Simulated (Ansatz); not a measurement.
**C2H4F2 (1,1-difluoroethane) at CAM-B3LYP/6-311+G(d,p)**

Aim: the vertical ionisation energy of C2H4F2 (1,1-difluoroethane) at CAM-B3LYP/6-311+G**, from 2 runs. 

The calculation is run with Ansatz 0.2.0.

55 further runs of the same task are left out: 55 set aside as unsound or not needed.

## Step 1: The structure to begin with

C2H4F2: 8 atoms, total charge 0, spin state singlet. SMILES: `CC(F)F`. The shape is that of a PBE0-D4/def2-TZVP optimisation.

Bond lengths: C1–C2 1.497 Å, C2–F3 1.361 Å, C2–F4 1.361 Å, C1–H5 1.091 Å, C1–H6 1.091 Å, C1–H7 1.090 Å, C2–H8 1.095 Å. Some angles: C1–C2–F3 110.3°, C1–C2–F4 110.3°, F3–C2–F4 107.0°, C1–C2–H8 114.0°, F3–C2–H8 107.5°, F4–C2–H8 107.5°, C2–C1–H5 109.4°, C2–C1–H6 109.9°, C2–C1–H7 109.9°, H5–C1–H6 109.3°.

## Step 2: A single-point energy at CAM-B3LYP/6-311+G(d,p)

run.yaml

```yaml
crystal:
  periodic: [false, false, false]
  atoms:
    - {symbol: C, position_ang: [0.003300, 0.777600, 0.023300]}
    - {symbol: C, position_ang: [-0.052000, -0.718200, -0.008200]}
    - {symbol: F, position_ang: [0.925500, -1.243400, 0.779100]}
    - {symbol: F, position_ang: [0.168200, -1.172100, -1.271900]}
    - {symbol: H, position_ang: [0.981400, 1.111900, -0.325400]}
    - {symbol: H, position_ang: [-0.157200, 1.132800, 1.041800]}
    - {symbol: H, position_ang: [-0.771000, 1.190600, -0.624000]}
    - {symbol: H, position_ang: [-1.006100, -1.136400, 0.329500]}
basis:
  gaussian:
    orbitals: 6-311+G_st__st_.json
output: {orbitals: {seedname: orbitals}}
hamiltonian:
  xc: {name: CAM-B3LYP}
accuracy: high
```

The basis set 6-311+G** is read from a file made from the Basis Set Exchange's data (not shown).

On the command line:

```sh
$ ansatz run run.yaml --threads 1 --pin off --max-ram 3480MiB --events-out events.jsonl --progress --plain --runs-dir runs
```

Log:

```text
Warning: RAYON_NUM_THREADS=1 ignored (pool sized by the plan → 1); use --threads N
Functional definition: CAM-B3LYP
  name "CAM-B3LYP"
  parameter alpha = 0.19
  parameter beta = 0.46
  parameter omega = 0.33/bohr
  parameter ac = 0.81
  exchange = (1 - alpha - beta)*b88_x + beta*b88_x_sr(omega) + alpha*exact_x + beta*exact_x_lr(omega)
  correlation = (1 - ac)*vwn5_c + ac*lyp_c
2216 factors; integrals over basis functions are off by at most 3.7e-9 eV
438 factors; integrals over basis functions are off by at most 2.7e-9 eV
mean field evaluation 1: about -7569.1526 eV, gradient 4.7e1 eV
mean field evaluation 2: about -7570.0007 eV, gradient 4.4e1 eV
mean field evaluation 4: about -7573.0979 eV, gradient 1.8e0 eV
mean field evaluation 8: about -7573.2227 eV, gradient 1.1e-1 eV
mean field evaluation 16: about -7573.2227 eV, gradient 3.0e-5 eV
mean field -7573.22268111 eV, -278.3108002161 hartree, gradient 4.9e-8 eV, S^2 0.000000; 0 other end points of the search recorded, 0 dependent functions left out
reference -7573.22270227 eV, -278.3108009936 hartree; 17, 17 occupied and 95, 95 virtual orbitals, 2216 factors
Total energy: -7573.22270227 eV, -278.3108009936 hartree
```

Run time: 10 s. Hardware: 1 thread of Arm Neoverse V1, shared host; peak memory 0.41 GiB.

## Step 3: The doublet cation at the same level

job.yaml

```yaml
basis:
  gaussian: {orbitals: 6-311+G_st__st_.json}
crystal:
  periodic: [false, false, false]
  atoms:
    - {symbol: C, position_ang: [0.003300, 0.777600, 0.023300]}
    - {symbol: C, position_ang: [-0.052000, -0.718200, -0.008200]}
    - {symbol: F, position_ang: [0.925500, -1.243400, 0.779100]}
    - {symbol: F, position_ang: [0.168200, -1.172100, -1.271900]}
    - {symbol: H, position_ang: [0.981400, 1.111900, -0.325400]}
    - {symbol: H, position_ang: [-0.157200, 1.132800, 1.041800]}
    - {symbol: H, position_ang: [-0.771000, 1.190600, -0.624000]}
    - {symbol: H, position_ang: [-1.006100, -1.136400, 0.329500]}
total_charge: 1
magnetization: {spin_polarized: true, initial_magnetization: 1}
hamiltonian: {xc: {name: CAM-B3LYP}}
accuracy: high
output: {orbitals: {seedname: orbitals}}
```

The basis set 6-311+G** is read from a file made from the Basis Set Exchange's data (not shown).

On the command line:

```sh
$ ansatz run job.yaml --threads 1 --pin off --max-ram 3480MiB --events-out events.jsonl --progress --plain --runs-dir runs
```

Log, shortened:

```text
Warning: RAYON_NUM_THREADS=1 ignored (pool sized by the plan → 1); use --threads N
[... 2 set-up lines as earlier in the session ...]
[...]
2216 factors; integrals over basis functions are off by at most 3.7e-9 eV
438 factors; integrals over basis functions are off by at most 2.7e-9 eV
[...]
mean field -7560.58830017 eV, -277.8464952804 hartree, gradient 8.9e-8 eV, S^2 0.753677; 2 other end points of the search recorded, 0 dependent functions left out
reference -7560.58832174 eV, -277.8464960733 hartree; 17, 16 occupied and 95, 96 virtual orbitals, 2216 factors
Total energy: -7560.58832174 eV, -277.8464960733 hartree
```

Wall time 22 s (1 thread of Arm Neoverse V1, shared host); peak memory 0.54 GiB.

## Step 4: Results

At CAM-B3LYP/6-311+G**:

```
                                          quantity          value
                      singlet C2H4F2: total energy  -278.31080 Eh
                       singlet C2H4F2: HOMO energy      -11.33 eV
                       singlet C2H4F2: LUMO energy        0.88 eV
                     singlet C2H4F2: HOMO–LUMO gap       12.20 eV
                      doublet cation: total energy  -277.84650 Eh
doublet cation: HOMO energy (highest over α and β)      -19.80 eV
 doublet cation: LUMO energy (lowest over α and β)      -13.96 eV
                              doublet cation: ⟨S²⟩          0.754
vertical ionisation energy (to the doublet cation)      12.634 eV
```

What this shows: The vertical ionisation energy comes to 12.63 eV (1219 kJ/mol). The negative HOMO energy of the first species, 11.33 eV, lies 1.31 eV below that difference.
